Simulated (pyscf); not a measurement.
`[Cl][CH2][Cl]` + `[Cl-]` -> `[Cl-]` + `[Cl][CH2][Cl]` (substitution at C; singlet surface; C–Cl broken, C–Cl formed). PySCF, gas phase, ωB97X-D3(BJ)/def2-SVPD geometries. MP2 and CC: frozen core, UHF for open shells. ΔMP2 is the change of the MP2 total energy from the triple- to the quadruple-zeta basis. Energies in kJ/mol from the separated reactants.

```json
[
 {"level": "PBE/def2-TZVPD", "barrier": "-4.1", "reaction energy": "0.0"},
 {"level": "r²SCAN/def2-TZVPD", "barrier": "-3.8", "reaction energy": "0.0"},
 {"level": "PBE0-D3(BJ)/def2-TZVPD", "barrier": "13.6", "reaction energy": "0.0"},
 {"level": "ωB97M-D3(BJ)/def2-TZVPD", "barrier": "29.2", "reaction energy": "0.0"},
 {"level": "MP2/def2-QZVPPD", "barrier": "30.9", "reaction energy": "0.0"},
 {"level": "CCSD/def2-TZVPPD", "barrier": "___", "reaction energy": "0.0"},
 {"level": "CCSD(T)/def2-TZVPPD + ΔMP2(QZVPPD)", "barrier": "___", "reaction energy": "0.0"}
]
```

Problem. Fill in the missing entries.

Solution. 
- CCSD/def2-TZVPPD, barrier: 38.9
- CCSD(T)/def2-TZVPPD + ΔMP2(QZVPPD), barrier: 25.7

On the reactant side the descent ends in a bound adduct, 56.8 kJ/mol under the separated species and 89.6 kJ/mol under the saddle at ωB97X-D3(BJ)/def2-TZVPD. On the product side the descent ends in a bound adduct, 56.8 kJ/mol under the separated species and 89.6 kJ/mol under the saddle at ωB97X-D3(BJ)/def2-TZVPD. At PBE, r²SCAN the saddle lies under the separated reactants, which points to a path from their complex (located at ωB97X-D3(BJ) alone). At PBE, r²SCAN the saddle lies under the separated products, which points to a path from their complex (located at ωB97X-D3(BJ) alone). One saddle was located; it need not be the lowest between these sides. The angle at the attacked C is 160°. The CCSD(T) − MP2 part came from Ansatz, without density fitting, on the same reference.
